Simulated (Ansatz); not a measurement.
hcp Os, treated with PBEsol-D3(BJ) (PAW; Ansatz, a quantum-chemistry and plane-wave program).

Settings: plane-wave cutoff 520 eV, 24×24×14 k mesh (along the axes of the cell as run), Fermi–Dirac smearing 0.05 eV, no spin polarisation, scalar-relativistic PAW data made under PBE.

Response to compression and expansion:

Shape and atoms are relaxed at each volume.

```csv
V (Å³/atom),P (GPa),c (Å),a (Å)
13.098,20.35,4.233,2.673
13.371,9.59,4.259,2.693
13.644,-0.01,4.285,2.712
13.917,-8.58,4.311,2.731
14.190,-16.21,4.336,2.749
```

Note: the bulk modulus comes from volumes at which shape and atoms were relaxed.
